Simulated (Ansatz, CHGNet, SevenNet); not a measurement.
hcp Zn, elastic constant C66

Reference value: 71.1 GPa (measured, 0 K, extrapolated to 0 K; as tabulated in MIT Research Laboratory of Electronics progress report, Solid State Physics …).

```
level (code)              value (GPa)  cell (Å³/atom)  difference (%)
------------------------  -----------  --------------  --------------
CHGNet 0.3.0 (CHGNet)            13.6           15.36             -81
SevenNet-l3i5 (SevenNet)         24.1           15.48             -66
LDA (Ansatz)                     91.6           13.62             +29
PBE (Ansatz)                     69.0           15.24            -3.0
PBEsol (Ansatz)                  83.2           14.22           +17.0
r²SCAN (Ansatz)                  88.6           14.47             +25
```

The best agreement in this table is that of PBE (-3.0 %). CHGNet 0.3.0 (-81 %) misses by most. Within 20 %: PBE, PBEsol.

The reference has no zero-point or thermal correction, while the calculations are for a static lattice, so the differences are not the levels' errors alone.  Each level is taken at its own relaxed cell. Cutoffs differ between the levels. Ansatz's density-functional and Hartree–Fock values are scalar-relativistic unless marked +SOC, with PAW data made under PBE.

Machine-learned potentials (CHGNet 0.3.0, SevenNet-l3i5) are trained on DFT data, which may include these solids.

Differences are worked out from the printed values.

Ansatz is an electronic-structure program.
